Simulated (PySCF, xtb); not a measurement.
Bonds broken one at a time in the series B Cl-I. All species are isolated molecules in the gas phase. Strings in code marks are SMILES. In the def2 sets, heavy atoms carry core potentials. Quantity: homolytic bond dissociation enthalpy at 298 K (no spin–orbit term). Thermal and zero-point terms are GFN2-xTB rigid-rotor harmonic values (xtb). Level 1: PBE-D3(BJ)/def2-TZVP // PBE0-D3(BJ)/def2-TZVP (PySCF). Level 2: ωB97X-D3(BJ)/def2-TZVP // PBE0-D3(BJ)/def2-TZVP (PySCF).

```
case                                                   level 1 (kcal/mol)  level 2 (kcal/mol)
-----------------------------------------------------  ------------------  ------------------
I–B bond of `IB(I)I`, giving `I[B]I` and `[I]`                       84.5                86.2
B–I bond of `ClB(I)I`, giving `Cl[B]I` and `[I]`                     85.6                87.1
B–I bond of `ClB(Cl)I`, giving `Cl[B]Cl` and `[I]`                   87.1            withheld
Cl–B bond of `ClB(I)I`, giving `I[B]I` and `[Cl]`                   116.1               117.1
Cl–B bond of `ClB(Cl)I`, giving `Cl[B]I` and `[Cl]`                 117.7               118.7
Cl–B bond of `ClB(Cl)Cl`, giving `Cl[B]Cl` and `[Cl]`               119.7               120.8
```

Q: Fit level 2 = a + b·x to the 5 complete rows by least squares, with x = level 1 in kcal/mol. Give a, b and the rms residual, and predict the withheld value.

A: Means of the 5 rows: x̄ = 104.72, ȳ = 105.98 kcal/mol. Σ(x − x̄)² = 1296.8 and Σ(x − x̄)(y − ȳ) = 1274.6, so b = 0.983 and a = ȳ − b·x̄ = 3.04 kcal/mol. The rms residual is 0.08 kcal/mol. At x = 87.1 the line gives 88.7 kcal/mol. The run for B–I bond of `ClB(Cl)I`, giving `Cl[B]Cl` and `[I]` gave 88.6 kcal/mol, so the line is off by 0.1 kcal/mol, within twice the rms residual.

Codes: PySCF, xtb.
